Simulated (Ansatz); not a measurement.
**CH5PS: a ladder of functionals and wavefunction methods**

Aim: compute CH5PS with functionals from several rungs and with coupled cluster. The yardstick is the atomisation energy at the CCSD(T) limit.

The runs use Ansatz 0.2.0, Gaussian basis; functionals in def2-TZVPP, the program's frozen cores in correlated methods.

Levels to be run: LDA (SPW92), PBE-D4, revPBE-D4, BLYP-D4, r2SCAN-D4, B97M-V, PBE0-D4, B3LYP-D4, r2SCANh-D4, r2SCAN0-D4, HSE06-D4, BHLYP-D4, CAM-B3LYP-D4, LC-ωPBE, ωB97X-V, ωB97M-V, B2PLYP, PBE-QIDH; CCSD(T)/def2-SVP; CCSD(T)/def2-TZVPP; MP2/def2-QZVPP; extrapolation to the limit; RPA on PBE.

1 further run of the same task is left out (it didn't finish).

## Step 1: The geometry

All runs share one geometry, relaxed beforehand with PBE0-D4 in a triple-zeta def2 set.

SMILES `CSP`, 8 atoms, charge 0, spin multiplicity 1.

Atoms are counted from 1 here; the program's logs count them from 0.

Bond lengths: C1–S2 1.810 Å, C1–H4 1.089 Å, C1–H5 1.089 Å, C1–H6 1.091 Å, S2–P3 2.105 Å, P3–H7 1.420 Å, P3–H8 1.420 Å. Angles: S2–C1–H4 111.3°, S2–C1–H5 111.3°, S2–C1–H6 106.0°, H4–C1–H5 110.1°, H4–C1–H6 109.0°, H5–C1–H6 109.0°, C1–S2–P3 99.5°, S2–P3–H7 98.3°, S2–P3–H8 98.4°, H7–P3–H8 93.3°.

## Step 2: LDA

This LDA is Slater exchange with PW92 correlation.

File in.yaml:

```yaml
crystal:
  periodic: [false, false, false]
  atoms:
    - {symbol: C, position_ang: [-0.785937, 1.034891, -0.444545]}
    - {symbol: S, position_ang: [0.213109, 0.387420, 0.918322]}
    - {symbol: P, position_ang: [0.850111, -1.423789, 0.054490]}
    - {symbol: H, position_ang: [-1.621314, 0.373624, -0.671204]}
    - {symbol: H, position_ang: [-0.181544, 1.194231, -1.336632]}
    - {symbol: H, position_ang: [-1.175397, 1.995086, -0.103150]}
    - {symbol: H, position_ang: [2.228961, -1.333497, 0.380655]}
    - {symbol: H, position_ang: [0.564012, -2.285065, 1.146363]}
basis:
  gaussian: {orbitals: def2-TZVPP}
hamiltonian: {xc: lda}
output: {orbitals: {seedname: orbitals}}
```

Further steps of the session: PBE-D4 (GGA); revPBE-D4 (GGA); BLYP-D4 (GGA); r2SCAN-D4 (meta-GGA); B97M-V (meta-GGA); PBE0-D4 (hybrid); B3LYP-D4 (hybrid); r2SCANh-D4 (hybrid); r2SCAN0-D4 (hybrid); HSE06-D4 (hybrid); BHLYP-D4 (hybrid); CAM-B3LYP-D4 (range-separated); LC-ωPBE (range-separated); ωB97X-V (range-separated); ωB97M-V (range-separated); B2PLYP (double hybrid); PBE-QIDH (double hybrid); CCSD(T) in def2-SVP; CCSD(T) in def2-TZVPP; MP2 in def2-QZVPP; RPA on PBE orbitals.

**Question.** What will the summary of the whole plan be? Wanted: atomisation energy, CCSD(T)/CBS; farthest beyond LDA; mean size of error, GGA; mean size of error, meta-GGA; mean size of error, hybrid; mean size of error, range-separated; mean size of error, double hybrid; gap, smallest and largest; T1 diagnostic.

**Answer**, as computed:

| quantity | value |
| --- | --- |
| atomisation energy, CCSD(T)/CBS | 604.6 kcal/mol |
| functionals within 3.0 kcal/mol (0.5 %) | revPBE-D4, BLYP-D4, r2SCAN-D4, PBE0-D4, r2SCANh-D4, HSE06-D4, CAM-B3LYP-D4 |
| farthest beyond LDA | BHLYP-D4 (-12.2 kcal/mol) |
| mean size of error, GGA | 4.1 kcal/mol |
| mean size of error, meta-GGA | 4.9 kcal/mol |
| mean size of error, hybrid | 4.4 kcal/mol |
| mean size of error, range-separated | 6.1 kcal/mol |
| mean size of error, double hybrid | 6.9 kcal/mol |
| gap, smallest and largest | 4.41 eV (LDA (SPW92)), 11.62 eV (LC-ωPBE) |
| T1 diagnostic | 0.0117 |
| triples share of the correlation energy | 4.2 % |

What this shows: LDA overbinds by 87.3 kcal/mol (14 %). PBE-D4 misses by +10.5 kcal/mol. Double hybrids carry the basis error of their MP2 part in triple zeta, and no dispersion term here, so their miss is partly the set-up's. By mean error the best rung here is GGA (4.1 kcal/mol) and the worst beyond LDA is double hybrid (6.9 kcal/mol). The gap between the best rungs is small, so their order is not settled. Misses under about 3.0 kcal/mol are within the doubt on the reference itself, which lacks core-valence correlation, relativity and higher excitations. Hartree-Fock recovers 71 % of the binding; the rest is correlation. CCSD(T) in def2-SVP is off by -47.9 kcal/mol, so the small basis spoils what the method gains. Orbital gaps span 4.4 to 11.6 eV; exact exchange widens them.
